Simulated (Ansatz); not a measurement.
# CH4FNS: single points with varied inputs

Aim: run CH4FNS under a spread of inputs, and see what each costs and gives.

Computed with Ansatz 0.2.0, Gaussian basis. Level: the settings change from run to run.

**1. The relaxed structure**

The structure was relaxed beforehand with PBE0-D4 in a triple-zeta def2 set.

8 atoms, charge 0, spin multiplicity 1.

Atoms are counted from 1 here; the program's logs count them from 0.

Bond lengths: N1–C2 1.406 Å, N1–H5 1.011 Å, N1–H6 1.008 Å, C2–F3 1.377 Å, C2–S4 1.827 Å, C2–H7 1.091 Å, S4–H8 1.343 Å. Angles: C2–N1–H5 113.9°, C2–N1–H6 113.4°, H5–N1–H6 111.4°, N1–C2–F3 110.2°, N1–C2–S4 111.6°, N1–C2–H7 109.8°, F3–C2–S4 108.3°, F3–C2–H7 107.1°, S4–C2–H7 109.7°, C2–S4–H8 96.8°.

**2. B3LYP/cc-pVDZ**

This run has density fitting with def2-universal-jkfit, relativity set to none, high accuracy.

The input, in.yaml:

```yaml
crystal:
  periodic: [false, false, false]
  atoms:
    - {symbol: N, position_ang: [0.023816, 1.141458, -0.511124]}
    - {symbol: C, position_ang: [0.344473, -0.050985, 0.161409]}
    - {symbol: F, position_ang: [1.440742, -0.645136, -0.422936]}
    - {symbol: S, position_ang: [-1.041591, -1.240130, 0.122248]}
    - {symbol: H, position_ang: [-0.531046, 1.005001, -1.344635]}
    - {symbol: H, position_ang: [-0.380970, 1.842592, 0.088564]}
    - {symbol: H, position_ang: [0.612276, 0.168319, 1.196016]}
    - {symbol: H, position_ang: [-0.375400, -2.278219, 0.654657]}
basis:
  gaussian: {orbitals: cc-pVDZ, fitting: {mean_field: def2-universal-jkfit}}
hamiltonian: {xc: {name: B3LYP}, pseudopotentials: {relativity: none}}
accuracy: high
output: {forces: true}
```

Launch:

```console
> ansatz run in.yaml --threads 2 --pin off --events-out ev --progress --plain --max-ram 4352MiB
```

What it wrote, cut to the lines that bear on the results:

```text
Functional definition: B3LYP
  name "B3LYP"
  cite "Stephens, Devlin, Chabalowski & Frisch, J. Phys. Chem. 98, 11623 (1994) doi:10.1021/j100096a001"
  cite "Becke, Phys. Rev. A 38, 3098 (1988) doi:10.1103/PhysRevA.38.3098"
  cite "Lee, Yang & Parr, Phys. Rev. B 37, 785 (1988) doi:10.1103/PhysRevB.37.785"
  cite "Vosko, Wilk & Nusair, Can. J. Phys. 58, 1200 (1980) doi:10.1139/p80-159"
[...]
429 factors; integrals over basis functions are off by at most 3.1e-1 eV
[...]
mean field -16144.84105716 eV, -593.3119654843 hartree, gradient 7.2e-8 eV, S^2 0.000000; 0 other end points of the search recorded, 0 dependent functions left out
[...]
reference -16144.84109169 eV, -593.3119667534 hartree; 21, 21 occupied and 59, 59 virtual orbitals, 429 factors
Total energy: -16144.84109169 eV, -593.3119667534 hartree
Atom 0 at     0.023816     1.141458    -0.511124 Å, force     0.380924     0.195545    -0.071919 eV/Å
Atom 1 at     0.344473    -0.050985     0.161409 Å, force     0.097672     0.187244     0.032951 eV/Å
Atom 2 at     1.440742    -0.645136    -0.422936 Å, force     0.420229    -0.241778    -0.208445 eV/Å
Atom 3 at    -1.041591    -1.240130     0.122248 Å, force    -0.686721    -0.114924    -0.123132 eV/Å
Atom 4 at    -0.531046     1.005001    -1.344635 Å, force    -0.239788    -0.037208    -0.286278 eV/Å
Atom 5 at    -0.380970     1.842592     0.088564 Å, force    -0.217371     0.255464     0.192088 eV/Å
Atom 6 at     0.612276     0.168319     1.196016 Å, force     0.057030     0.096581     0.315793 eV/Å
Atom 7 at    -0.375400    -2.278219     0.654657 Å, force     0.188024    -0.340925     0.148943 eV/Å
Dipole moment:    -0.213358     0.238652     0.225980 e Å
```

Run time: 2.2 s. Hardware: 2 threads of Arm Neoverse V2, shared host.

Largest force 0.707 eV/Å, dipole 1.88 D.

**3. LC-wPBE/def2-mTZVPP**

This run has a grid of angular degree 11.

in.yaml, as its differences from that of step 2:

```diff
@@ -12,5 +12,4 @@
 basis:
-  gaussian: {orbitals: cc-pVDZ, fitting: {mean_field: def2-universal-jkfit}}
-hamiltonian: {xc: {name: B3LYP}, pseudopotentials: {relativity: none}}
-accuracy: high
+  gaussian: {orbitals: def2-mTZVPP, final_grid: {core_spheres: 5, valence_spheres: 4, degree: 11}}
+hamiltonian: {xc: {name: LC-wPBE}}
 output: {forces: true}
```

The command is unchanged.

What it wrote, cut to the lines that bear on the results:

```text
Functional definition: LC-wPBE
  name "LC-wPBE"
  cite "Vydrov & Scuseria, J. Chem. Phys. 125, 234109 (2006) doi:10.1063/1.2409292"
  cite "Heyd & Scuseria, J. Chem. Phys. 120, 7274 (2004) doi:10.1063/1.1668634"
  cite "Ernzerhof & Perdew, J. Chem. Phys. 109, 3313 (1998) doi:10.1063/1.476928"
  cite "Perdew, Burke & Ernzerhof, Phys. Rev. Lett. 77, 3865 (1996) doi:10.1103/PhysRevLett.77.3865"
  parent pbe
[...]
970 factors; their error is unknown
348 factors; integrals over basis functions are off by at most 2.3e-5 eV
[...]
mean field -16140.49282624 eV, -593.1521709453 hartree, gradient 3.5e-5 eV, S^2 0.000000; 0 other end points of the search recorded, 0 dependent functions left out
[...]
reference -16140.49282624 eV, -593.1521709454 hartree; 21, 21 occupied and 93, 93 virtual orbitals, 970 factors
Total energy: -16140.49282624 eV, -593.1521709454 hartree
Atom 0 at     0.023816     1.141458    -0.511124 Å, force    -0.028002     0.028732    -0.067198 eV/Å
Atom 1 at     0.344473    -0.050985     0.161409 Å, force    -0.145206    -0.054665     0.178867 eV/Å
Atom 2 at     1.440742    -0.645136    -0.422936 Å, force     0.113353    -0.081604    -0.047714 eV/Å
Atom 3 at    -1.041591    -1.240130     0.122248 Å, force     0.079975    -0.020355     0.025481 eV/Å
Atom 4 at    -0.531046     1.005001    -1.344635 Å, force    -0.009282     0.034322    -0.010487 eV/Å
Atom 5 at    -0.380970     1.842592     0.088564 Å, force    -0.008234     0.062377    -0.006810 eV/Å
Atom 6 at     0.612276     0.168319     1.196016 Å, force     0.006873    -0.030782    -0.033917 eV/Å
Atom 7 at    -0.375400    -2.278219     0.654657 Å, force    -0.009479     0.061973    -0.038222 eV/Å
Dipole moment:    -0.235716     0.212223     0.249493 e Å
```

It took 1 s on 2 threads of Arm Neoverse V2, shared host.

Largest force 0.237 eV/Å, dipole 1.94 D.

**4. PBE0/def2-TZVPP**

Options: a grid of angular degree 11, D3(BJ) dispersion.

in.yaml, as its differences from that of step 3:

```diff
@@ -12,4 +12,4 @@
 basis:
-  gaussian: {orbitals: def2-mTZVPP, final_grid: {core_spheres: 5, valence_spheres: 4, degree: 11}}
-hamiltonian: {xc: {name: LC-wPBE}}
+  gaussian: {orbitals: def2-TZVPP, final_grid: {core_spheres: 5, valence_spheres: 4, degree: 11}}
+hamiltonian: {xc: {name: PBE0}, dispersion: d3bj}
 output: {forces: true}
```

Same command.

What it wrote, cut to the lines that bear on the results:

```text
Functional definition: PBE0
  name "PBE0"
  cite "Adamo & Barone, J. Chem. Phys. 110, 6158 (1999) doi:10.1063/1.478522"
  cite "Perdew, Burke & Ernzerhof, Phys. Rev. Lett. 77, 3865 (1996) doi:10.1103/PhysRevLett.77.3865"
  parent pbe
[...]
1042 factors; their error is unknown
[...]
mean field -16137.62920775 eV, -593.0469349070 hartree, gradient 3.8e-5 eV, S^2 0.000000; 0 other end points of the search recorded, 0 dependent functions left out
[...]
reference -16137.62921948 eV, -593.0469353380 hartree; 21, 21 occupied and 170, 170 virtual orbitals, 1042 factors
Total energy: -16137.75055992 eV, -593.0513945169 hartree
Atom 0 at     0.023816     1.141458    -0.511124 Å, force     0.000654     0.143381    -0.075829 eV/Å
Atom 1 at     0.344473    -0.050985     0.161409 Å, force     0.022617     0.002209     0.094945 eV/Å
Atom 2 at     1.440742    -0.645136    -0.422936 Å, force     0.014814    -0.031681    -0.027058 eV/Å
Atom 3 at    -1.041591    -1.240130     0.122248 Å, force    -0.009665     0.024285     0.023121 eV/Å
Atom 4 at    -0.531046     1.005001    -1.344635 Å, force     0.030866     0.004772     0.061360 eV/Å
Atom 5 at    -0.380970     1.842592     0.088564 Å, force    -0.041898    -0.083947    -0.042435 eV/Å
Atom 6 at     0.612276     0.168319     1.196016 Å, force    -0.023404    -0.047225    -0.038085 eV/Å
Atom 7 at    -0.375400    -2.278219     0.654657 Å, force     0.006016    -0.011793     0.003981 eV/Å
Dipole moment:    -0.233490     0.229222     0.235667 e Å
```

Wall time 2.3 s (2 threads of Arm Neoverse V2, shared host).

Largest force 0.162 eV/Å, dipole 1.94 D.

**5. r2SCAN/ANO-RCC-VTZP**

in.yaml, as its differences from that of step 4:

```diff
@@ -12,4 +12,4 @@
 basis:
-  gaussian: {orbitals: def2-TZVPP, final_grid: {core_spheres: 5, valence_spheres: 4, degree: 11}}
-hamiltonian: {xc: {name: PBE0}, dispersion: d3bj}
+  gaussian: {orbitals: ANO-RCC-VTZP}
+hamiltonian: {xc: {name: r2SCAN}}
 output: {forces: true}
```

Launched as before.

What it wrote, cut to the lines that bear on the results:

```text
Functional definition: r2SCAN
  name "r2SCAN"
  cite "Furness, Kaplan, Ning, Perdew & Sun, J. Phys. Chem. Lett. 11, 8208 (2020) doi:10.1021/acs.jpclett.0c02405"
  cite "Furness, Kaplan, Ning, Perdew & Sun, J. Phys. Chem. Lett. 11, 9248 (2020) doi:10.1021/acs.jpclett.0c03077"
  parent r2scan
[...]
1233 factors; their error is unknown
[...]
mean field -16177.27855141 eV, -594.5040214112 hartree, gradient 7.7e-5 eV, S^2 0.000000; 0 other end points of the search recorded, 0 dependent functions left out
[...]
reference -16177.27857157 eV, -594.5040221519 hartree; 21, 21 occupied and 159, 159 virtual orbitals, 1233 factors
Total energy: -16177.27857157 eV, -594.5040221519 hartree
Relativity: scalar
Atom 0 at     0.023816     1.141458    -0.511124 Å, force     0.053654     0.141730    -0.098297 eV/Å
Atom 1 at     0.344473    -0.050985     0.161409 Å, force    -0.109068     0.226500     0.310216 eV/Å
Atom 2 at     1.440742    -0.645136    -0.422936 Å, force     0.306263    -0.174348    -0.182819 eV/Å
Atom 3 at    -1.041591    -1.240130     0.122248 Å, force    -0.227323    -0.155390    -0.039455 eV/Å
Atom 4 at    -0.531046     1.005001    -1.344635 Å, force    -0.030595     0.000490    -0.009422 eV/Å
Atom 5 at    -0.380970     1.842592     0.088564 Å, force    -0.031717     0.006448     0.007827 eV/Å
Atom 6 at     0.612276     0.168319     1.196016 Å, force     0.011308    -0.005218    -0.012415 eV/Å
Atom 7 at    -0.375400    -2.278219     0.654657 Å, force     0.027478    -0.040212     0.024366 eV/Å
Dipole moment:    -0.223237     0.246505     0.227161 e Å
```

Wall time 8.5 s (2 threads of Arm Neoverse V2, shared host).

Largest force 0.399 eV/Å, dipole 1.93 D.

**6. PBE0-DH/aug-cc-pVDZ**

Set apart from the defaults: relativity set to none.

in.yaml, as its differences from that of step 5:

```diff
@@ -12,4 +12,3 @@
 basis:
-  gaussian: {orbitals: ANO-RCC-VTZP}
-hamiltonian: {xc: {name: r2SCAN}}
-output: {forces: true}
+  gaussian: {orbitals: aug-cc-pVDZ}
+hamiltonian: {xc: {name: PBE0-DH}, pseudopotentials: {relativity: none}}
```

The command is unchanged.

What it wrote, cut to the lines that bear on the results:

```text
Functional definition: PBE0-DH
  name "PBE0-DH"
  cite "Brémond & Adamo, J. Chem. Phys. 135, 024106 (2011) doi:10.1063/1.3604569"
  cite "Perdew, Burke & Ernzerhof, Phys. Rev. Lett. 77, 3865 (1996) doi:10.1103/PhysRevLett.77.3865"
[...]
1292 factors; integrals over basis functions are off by at most 7.6e-4 eV
[...]
mean field -16132.06539504 eV, -592.8424685612 hartree, gradient 3.9e-6 eV, S^2 0.000000; 0 other end points of the search recorded, 0 dependent functions left out
8 core orbitals not correlated: weight in the atoms' cores, before any rotation towards them, 1.000 or more for the frozen orbitals, at most 0.000 for the correlated occupied ones
reference -16132.06542722 eV, -592.8424697436 hartree; 13, 13 occupied and 111, 111 virtual orbitals, 1292 factors
second order -22.65175793 eV of doubles, -0.00000000 eV of singles
Total energy: -16134.89689696 eV, -592.9465243373 hartree
```

Wall time 3.6 s (2 threads of Arm Neoverse V2, shared host).

**7. wB97X/aug-cc-pVDZ**

Set apart from the defaults: atoms shaken by 0.08 Å, finite nuclei, relativity set to scalar, the search for lower states set to off.

The input, in.yaml:

```yaml
crystal:
  periodic: [false, false, false]
  atoms:
    - {symbol: N, position_ang: [0.023684, 1.159274, -0.537777]}
    - {symbol: C, position_ang: [0.284385, -0.068407, 0.340904]}
    - {symbol: F, position_ang: [1.358614, -0.565623, -0.387996]}
    - {symbol: S, position_ang: [-1.132058, -1.228869, 0.051440]}
    - {symbol: H, position_ang: [-0.570609, 0.884387, -1.348160]}
    - {symbol: H, position_ang: [-0.368951, 1.872644, 0.016121]}
    - {symbol: H, position_ang: [0.532927, 0.218779, 1.020720]}
    - {symbol: H, position_ang: [-0.307507, -2.304288, 0.592317]}
basis:
  gaussian: {orbitals: aug-cc-pVDZ, nuclear_model: gaussian}
hamiltonian: {xc: {name: wB97X}, pseudopotentials: {relativity: scalar}}
scf: {lower_state_search: off}
```

The command is unchanged.

What it wrote, cut to the lines that bear on the results:

```text
Functional definition: wB97X
  name "wB97X"
  cite "Chai & Head-Gordon, J. Chem. Phys. 128, 084106 (2008) doi:10.1063/1.2834918"
  cite "Becke, J. Chem. Phys. 107, 8554 (1997) doi:10.1063/1.475007"
[...]
  # The coefficients of nought are those of the uniform gas.
[...]
      + exact_x_lr(omega)
[...]
      + integral(e_c_pw_opposite_spin*poly(b97_u_opposite, 1, cos1, cos2, cos3, cos4))
[...]
1253 factors; their error is unknown
487 factors; integrals over basis functions are off by at most 1.2e-5 eV
[...]
mean field -16169.07266488 eV, -594.2024606434 hartree, gradient 9.3e-6 eV, S^2 0.000000; 0 other end points of the search recorded, 0 dependent functions left out
reference -16169.07259837 eV, -594.2024581991 hartree; 21, 21 occupied and 111, 111 virtual orbitals, 1253 factors
Total energy: -16169.07259837 eV, -594.2024581991 hartree
Relativity: scalar
Checks for a lower state left out: stability, starts, cluster_reference, orbital_swaps, neighbouring_geometries, increment
```

It took 2.8 s on 2 threads of Arm Neoverse V2, shared host.

**8. B97M-V/ANO-RCC-VTZP**

The input, in.yaml:

```yaml
crystal:
  periodic: [false, false, false]
  atoms:
    - {symbol: N, position_ang: [0.023816, 1.141458, -0.511124]}
    - {symbol: C, position_ang: [0.344473, -0.050985, 0.161409]}
    - {symbol: F, position_ang: [1.440742, -0.645136, -0.422936]}
    - {symbol: S, position_ang: [-1.041591, -1.240130, 0.122248]}
    - {symbol: H, position_ang: [-0.531046, 1.005001, -1.344635]}
    - {symbol: H, position_ang: [-0.380970, 1.842592, 0.088564]}
    - {symbol: H, position_ang: [0.612276, 0.168319, 1.196016]}
    - {symbol: H, position_ang: [-0.375400, -2.278219, 0.654657]}
basis:
  gaussian: {orbitals: ANO-RCC-VTZP}
hamiltonian: {xc: {name: B97M-V}}
```

Launched as before.

What it wrote, cut to the lines that bear on the results:

```text
Functional definition: B97M-V
  name "B97M-V"
  cite "Mardirossian & Head-Gordon, J. Chem. Phys. 142, 074111 (2015) doi:10.1063/1.4907719"
  cite "Becke, J. Chem. Phys. 107, 8554 (1997) doi:10.1063/1.475007"
  cite "Vydrov & Van Voorhis, J. Chem. Phys. 133, 244103 (2010) doi:10.1063/1.3521275"
  # Of w^i u^j: cxij and so on, Table III.
[...]
  gx(w, u) = cx00 + cx01*u + cx02*u^2 + (cx10 + cx11*u)*w
  gss(w, u) = css00 + css02*u^2 + css10*w + (css32*w^3 + css42*w^4)*u^2
  gos(w, u) = cos00 + cos01*u + cos03*u^3 + cos10*w + cos32*w^3*u^2
[...]
      + integral(e_c_pw_mod_opposite_spin*gos(b97_w_opposite, b97_u_opposite)) + vv10(b, c)
1233 factors; their error is unknown
[...]
mean field -16176.33897760 eV, -594.4694927103 hartree, gradient 5.4e-5 eV, S^2 0.000000; 0 other end points of the search recorded, 0 dependent functions left out
reference -16176.33906735 eV, -594.4694960086 hartree; 21, 21 occupied and 159, 159 virtual orbitals, 1233 factors
Total energy: -16176.33906735 eV, -594.4694960086 hartree
Relativity: scalar
```

Wall time 13 s (2 threads of Arm Neoverse V2, shared host).

**9. revPBE0/aug-cc-pVTZ**

Set apart from the defaults: coordinates scaled by 1.12, density fitting with cc-pVTZ-jkfit.

The input, in.yaml:

```yaml
crystal:
  periodic: [false, false, false]
  atoms:
    - {symbol: N, position_ang: [0.026674, 1.278433, -0.572459]}
    - {symbol: C, position_ang: [0.385809, -0.057103, 0.180779]}
    - {symbol: F, position_ang: [1.613631, -0.722552, -0.473689]}
    - {symbol: S, position_ang: [-1.166582, -1.388945, 0.136918]}
    - {symbol: H, position_ang: [-0.594772, 1.125601, -1.505992]}
    - {symbol: H, position_ang: [-0.426686, 2.063703, 0.099192]}
    - {symbol: H, position_ang: [0.685750, 0.188518, 1.339538]}
    - {symbol: H, position_ang: [-0.420448, -2.551605, 0.733216]}
basis:
  gaussian: {orbitals: aug-cc-pVTZ, fitting: {mean_field: cc-pVTZ-jkfit}}
hamiltonian: {xc: {name: revPBE0}}
```

The command is unchanged.

What it wrote, cut to the lines that bear on the results:

```text
Functional definition: revPBE0
  name "revPBE0"
  cite "Zhang & Yang, Phys. Rev. Lett. 80, 890 (1998) doi:10.1103/PhysRevLett.80.890"
  cite "Adamo & Barone, J. Chem. Phys. 110, 6158 (1999) doi:10.1063/1.478522"
  cite "Perdew, Burke & Ernzerhof, Phys. Rev. Lett. 77, 3865 (1996) doi:10.1103/PhysRevLett.77.3865"
[...]
478 factors; integrals over basis functions are off by at most 8.4e-1 eV
[...]
mean field -16140.47933336 eV, -593.1516750911 hartree, gradient 2.9e-5 eV, S^2 0.000000; 0 other end points of the search recorded, 0 dependent functions left out
reference -16140.47939055 eV, -593.1516771928 hartree; 21, 21 occupied and 259, 259 virtual orbitals, 478 factors
Total energy: -16140.47939055 eV, -593.1516771928 hartree
```

Wall time 3.7 s (2 threads of Arm Neoverse V2, shared host); peak memory 0.4 GiB.

**10. PBE/aug-pcseg-2**

Options: high accuracy.

The input, in.yaml:

```yaml
crystal:
  periodic: [false, false, false]
  atoms:
    - {symbol: N, position_ang: [0.023816, 1.141458, -0.511124]}
    - {symbol: C, position_ang: [0.344473, -0.050985, 0.161409]}
    - {symbol: F, position_ang: [1.440742, -0.645136, -0.422936]}
    - {symbol: S, position_ang: [-1.041591, -1.240130, 0.122248]}
    - {symbol: H, position_ang: [-0.531046, 1.005001, -1.344635]}
    - {symbol: H, position_ang: [-0.380970, 1.842592, 0.088564]}
    - {symbol: H, position_ang: [0.612276, 0.168319, 1.196016]}
    - {symbol: H, position_ang: [-0.375400, -2.278219, 0.654657]}
basis:
  gaussian: {orbitals: aug-pcseg-2}
hamiltonian: {xc: {name: PBE}}
accuracy: high
```

The command is unchanged.

What it wrote:

```text
Functional definition: PBE
  name "PBE"
  cite "Perdew, Burke & Ernzerhof, Phys. Rev. Lett. 77, 3865 (1996) doi:10.1103/PhysRevLett.77.3865"
  parent pbe
  parameter kappa = 0.804
  parameter beta = 0.06672455060314922
  exchange = pbe_x(kappa = kappa, mu = beta*pi^2/3)
  correlation = pbe_c(beta = beta)
4338 factors; integrals over basis functions are off by at most 3.9e-9 eV
mean field evaluation 1: about -16127.6294 eV, gradient 6.8e1 eV
mean field evaluation 2: about -16069.0688 eV, gradient 1.4e2 eV
mean field evaluation 4: about -16136.5722 eV, gradient 1.2e1 eV
mean field evaluation 8: about -16136.9055 eV, gradient 3.2e-1 eV
mean field evaluation 16: about -16136.9016 eV, gradient 1.3e-4 eV
mean field -16136.90159838 eV, -593.0201957558 hartree, gradient 2.8e-8 eV, S^2 0.000000; 0 other end points of the search recorded, 0 dependent functions left out
reference -16136.90160461 eV, -593.0201959846 hartree; 21, 21 occupied and 259, 259 virtual orbitals, 4338 factors
Total energy: -16136.90160461 eV, -593.0201959846 hartree
```

It took 29 s on 2 threads of Arm Neoverse V2, shared host; peak memory 2.2 GiB.

**11. All runs side by side**

```tsv
level	charge	multiplicity	geometry	functions	energy (eV)	time
B3LYP/cc-pVDZ	0	1	relaxed	80	-16144.841	2.2 s
LC-wPBE/def2-mTZVPP	0	1	relaxed	114	-16140.493	1 s
PBE0/def2-TZVPP	0	1	relaxed	191	-16137.751	2.3 s
r2SCAN/ANO-RCC-VTZP	0	1	relaxed	180	-16177.279	8.5 s
PBE0-DH/aug-cc-pVDZ	0	1	relaxed	132	-16134.897	3.6 s
wB97X/aug-cc-pVDZ	0	1	shaken	132	-16169.073	2.8 s
B97M-V/ANO-RCC-VTZP	0	1	relaxed	180	-16176.339	13 s
revPBE0/aug-cc-pVTZ	0	1	scaled	280	-16140.479	3.7 s
PBE/aug-pcseg-2	0	1	relaxed	280	-16136.902	29 s
```

**12. What came out**

| quantity | value |
| --- | --- |
| runs | 9 |
| quickest | LC-wPBE/def2-mTZVPP, 1 s |
| slowest | PBE/aug-pcseg-2, 29 s |
| spread of total energies, same state and geometry | 42.4 eV |
| dipole, same state and geometry | 1.88 to 1.94 D |

In words: PBE/aug-pcseg-2 took 29 times as long as LC-wPBE/def2-mTZVPP. The jobs differ in tasks and options as well as level. Total energies at one charge and spin differ by 42 eV between levels, so only differences within one level mean anything. Some of these runs are scalar-relativistic and others not, which shifts the totals of all-electron atoms past neon by eV; core potentials, where a basis has them, take the core out of the total altogether. At the PBE0-D4/def2-TZVP geometry and in the same state, runs without warnings or point charges leave forces up to 0.71 eV/Å (B3LYP/cc-pVDZ). At that geometry and state the dipole changes by 3 % between the lowest and highest value.
